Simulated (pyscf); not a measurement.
PySCF, gas phase, ωB97X-D3(BJ)/def2-SVP geometries. Correlated levels are frozen-core, on RHF or UHF. ΔMP2 is the change of the MP2 total energy from the triple- to the quadruple-zeta basis.

**Question.** PBE/def2-TZVP puts the barrier of •H₂Si–Cl + hydrogen chloride (HCl) -> dichlorosilane (Cl–SiH₂–Cl) + H atom (H•) (concerted two-bond exchange; doublet surface; H–Si, Cl–H broken, H–Si, Cl–Si formed) at 5.7 kcal/mol and the reaction energy at -3.9 kcal/mol, from the separated reactants. What do B3LYP-D3(BJ)/def2-TZVP, ωB97M-D3(BJ)/def2-TZVP, CCSD(T)/def2-TZVPP + ΔMP2(QZVPP) give on the same structures?

**Answer.** B3LYP-D3(BJ): ΔE‡ = 8.3 kcal/mol, ΔE = -3.7 kcal/mol; ωB97M-D3(BJ): ΔE‡ = 10.3 kcal/mol, ΔE = -7.2 kcal/mol; CCSD(T): ΔE‡ = 13.1 kcal/mol, ΔE = -5.4 kcal/mol. PBE's barrier lies under all of them, by 2.6 to 7.5 kcal/mol. Its reaction energy matches one of them and lies within 3.3 kcal/mol of the others. Low barriers are usual for a GGA, whose delocalisation error favours stretched bonds. This is the saddle that the search found; another between the same sides may lie lower. The CCSD(T) − MP2 part came from Ansatz, without density fitting, on the same reference.
